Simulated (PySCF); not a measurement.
# Functional dependence of a UV spectrum

Species: C4H8FN.
SMILES: `C/N=C/CCF`

Linear-response calculations in the def2-SVPD basis (PySCF; singlets by full response, triplets Tamm–Dancoff, core orbitals frozen in the response; HF means time-dependent Hartree–Fock). 'Strongest' is the level of largest summed f among the singlets computed (10 roots, of which the last may lack a degenerate partner); it can jump between rows when another state enters that window. S1 is the lowest singlet of each run and needn't be the same state throughout; f(S1) is that of one state. Geometry: PBE0-D3(BJ)/def2-SVP, one conformer, isolated molecule.

| functional | kind | S1 (eV) | f(S1) | strongest (eV) | T1 (eV) | HOMO (eV) | gap (eV) | ionisation energy, ΔSCF (eV) |
| --- | --- | --- | --- | --- | --- | --- | --- | --- |
| LDA | LDA | 4.70 | 0.001 | 7.21 | 4.04 | -5.94 | 4.32 | 9.33 |
| PBE | GGA | 4.81 | 0.001 | 7.25 | 4.05 | -5.85 | 4.47 | 9.19 |
| B3LYP | global hybrid, 20% exact exchange | 5.03 | 0.001 | 7.36 | 4.26 | -7.11 | 6.56 | 9.50 |
| PBE0 | global hybrid, 25% exact exchange | 5.08 | 0.001 | 7.56 | 4.24 | -7.33 | 7.05 | 9.43 |
| BHandHLYP | global hybrid, 50% exact exchange | 5.31 | 0.001 | 7.65 | 4.48 | -8.78 | 9.59 | 9.44 |
| CAM-B3LYP | range-separated hybrid | 5.14 | 0.001 | 7.70 | 4.34 | -8.77 | 9.61 | 9.59 |
| wB97X-D | range-separated hybrid | 5.16 | 0.001 | 7.54 | 4.40 | -9.24 | 10.81 | 9.53 |
| LC-wPBE | range-separated hybrid | 5.22 | 0.001 | 7.85 | 4.36 | -10.09 | 12.15 | 9.62 |
| HF | Hartree–Fock | 5.74 | 0.001 | 8.00 | 4.16 | -11.05 | 13.80 | not settled |

S1 runs from 4.70 eV (LDA) to 5.74 eV (HF), a spread of 1.04 eV, while the orbital gap spreads over 9.5 eV. Along PBE (0%), B3LYP (20%), PBE0 (25%), BHandHLYP (50%), HF (100%) S1 rises with the share of exact exchange. −ε(HOMO) comes closest to its own ΔSCF ionisation energy with wB97X-D (-0.29 eV) and misses most with LDA (-3.40 eV). 'Not settled' means that the ion's SCF failed to converge or may have ended in another state than the lowest.
